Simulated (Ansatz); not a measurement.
bcc Nb was calculated with r²SCAN+rVV10 in Ansatz (PAW).

Numerical settings: plane-wave cutoff 560 eV, 24×24×24 k mesh, Fermi–Dirac smearing 0.05 eV, no spin polarisation, scalar-relativistic PAW data made under PBE.

Energies at three volumes about the minimum:

```json
[
 {"V (Å³/atom)": "17.515", "E − E_lowest (meV/atom)": "4.09"},
 {"V (Å³/atom)": "17.872", "E − E_lowest (meV/atom)": "0.00"},
 {"V (Å³/atom)": "18.230", "E − E_lowest (meV/atom)": "3.78"}
]
```

Q: Fit a parabola by hand: where is the minimum, what lattice constant follows, and what is the bulk modulus?

A: Slopes: (0.00 − 4.09)/(17.872 − 17.515) = -11.457 and (3.78 − 0.00)/(18.230 − 17.872) = 10.559 meV/Å³. Curvature E″ = 2 × (10.559 − (-11.457))/(18.230 − 17.515) = 61.583 meV/Å⁶. From the middle of the first interval, the slope vanishes at V0 = 17.6935 − (-11.457)/61.583 = 17.880 Å³/atom. B = V0 E″ = 17.880 × 61.583 meV/Å³ × 0.1602 GPa per meV/Å³ = 176 GPa. With 2 atoms in the cube, a = (2 × 17.880)^(1/3) = 3.295 Å. The full Birch–Murnaghan fit to all volumes gives V0 = 17.874 Å³/atom and B0 = 176 GPa.

Measured, for comparison: bulk modulus 173 GPa (0 K value with the zero-point phonon effect removed; as tabulated in Mejia-Rodriguez and Trickey (2018), arXiv:1807.09216); lattice constant a 3.294 Å (static lattice: zero-point anharmonic expansion removed; as tabulated in Mejia-Rodriguez and Trickey (2018), arXiv:1807.09216). Computed (rounded) less measured: bulk modulus +2 %.

Ansatz is a quantum-chemistry and plane-wave program.
